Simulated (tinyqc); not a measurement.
MP2 on RHF in the sto-6g basis, for BH3, spin multiplicity 1, step by step. One step of it, computed by the program tinyqc.

Problem. Orthogonalisation. S = U s U^T; symmetric (Loewdin) form X = U s^(-1/2) U^T, so that X^T S X = 1.

overlap S, order 1B 1s, 1B 2s, 1B 2px, 1B 2py, 1B 2pz, 2H 1s, 3H 1s, 4H 1s:
```
[[1.000000, 0.264891, 0.000000, 0.000000, 0.000000, 0.068133, 0.068102, 0.068102],
 [0.264891, 1.000000, 0.000000, 0.000000, 0.000000, 0.473001, 0.472897, 0.472897],
 [0.000000, 0.000000, 1.000000, 0.000000, 0.000000, 0.486082, -0.242966, -0.242966],
 [0.000000, 0.000000, 0.000000, 1.000000, 0.000000, 0.000000, 0.420924, -0.420924],
 [0.000000, 0.000000, 0.000000, 0.000000, 1.000000, -0.009348, -0.009345, -0.009345],
 [0.068133, 0.473001, 0.486082, 0.000000, -0.009348, 1.000000, 0.106837, 0.106837],
 [0.068102, 0.472897, -0.242966, 0.420924, -0.009345, 0.106837, 1.000000, 0.106777],
 [0.068102, 0.472897, -0.242966, -0.420924, -0.009345, 0.106837, 0.106777, 1.000000]]
```

Give: eigenvalues of S; X.

Solution.

eigenvalues of S: [0.2596, 0.3489, 0.3489, 0.9507, 1.0005, 1.5442, 1.5443, 2.0028]

X, order 1B 1s, 1B 2s, 1B 2px, 1B 2py, 1B 2pz, 2H 1s, 3H 1s, 4H 1s:
```
[[1.0318, -0.1745, 0.0000, 0.0000, 0.0007, 0.0245, 0.0245, 0.0245],
 [-0.1745, 1.4284, 0.0001, 0.0000, -0.0077, -0.3439, -0.3438, -0.3438],
 [0.0000, 0.0001, 1.2091, 0.0000, 0.0000, -0.3612, 0.1805, 0.1805],
 [0.0000, 0.0000, 0.0000, 1.2091, 0.0000, 0.0000, -0.3128, 0.3128],
 [0.0007, -0.0077, 0.0000, 0.0000, 1.0001, 0.0067, 0.0067, 0.0067],
 [0.0245, -0.3439, -0.3612, 0.0000, 0.0067, 1.2706, -0.0180, -0.0180],
 [0.0245, -0.3438, 0.1805, -0.3128, 0.0067, -0.0180, 1.2704, -0.0180],
 [0.0245, -0.3438, 0.1805, 0.3128, 0.0067, -0.0180, -0.0180, 1.2704]]
```
